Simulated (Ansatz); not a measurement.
α-N2, treated with PBE in Ansatz (plane waves, PAW).

Numerical settings: plane-wave cutoff 520 eV, 6×6×6 k mesh, Fermi–Dirac smearing 0.01 eV, scalar-relativistic PAW data made under PBE.

Response to compression and expansion:

Shape and atoms are relaxed at each volume.

```tsv
V (Å³/atom)	P (GPa)	direct gap at Γ (eV)	smallest gap on the k mesh (eV)
28.497	0.03	7.680	7.670
29.090	0.01	7.699	7.690
29.684	-0.01	7.716	7.708
30.278	-0.02	7.733	7.726
30.871	-0.03	7.749	7.742
```

A straight line through the gaps at Γ against ln V gives a volume deformation potential dE_g(Γ)/d ln V of 0.9 eV: the gap at Γ narrows under compression.

Note: for a layered or molecular solid the relaxed cell lies over 5 % above the published volume, where the minimum can be shallow; the cell comes from a level without a dispersion term, which matters for the spacing of layers, chains or molecules.

Ansatz is a quantum-chemistry and plane-wave program.
